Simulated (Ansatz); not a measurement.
Basis-set extrapolation for C₂H₄FNS, SMILES `N/C=C(/F)S` (PBE0-D4/def2-TZVP geometry, frozen core, Ansatz). Multiplicity 1, RHF reference.

|  | def2-TZVPP | def2-QZVPP |
| --- | --- | --- |
| HF | -629.555935 | -629.577742 |
| MP2 correlation | -0.954642 | -1.030916 |
| CCSD(T) correlation | -1.029124 | not run |

Energies in hartree. Use E(X) = E(∞) + A·exp(−7.88·√X) for Hartree–Fock and E(X) = E(∞) + B·X^(−2.97) for correlation, with X = 3 and 4, and add CCSD(T) minus MP2 of the smaller set to the MP2 limit.

**Question.** What is the CCSD(T) energy at the basis-set limit?

**Answer.** HF limit: -629.577742 + (-0.021807) × 0.13774 = -629.58075. MP2 limit: -1.030916 + (-0.076274) × 0.74074 = -1.08742. Higher-order term: -1.029124 − (-0.954642) = -0.07448. Total: -630.74265 hartree, 413.8 kJ/mol below CCSD(T)/def2-TZVPP.
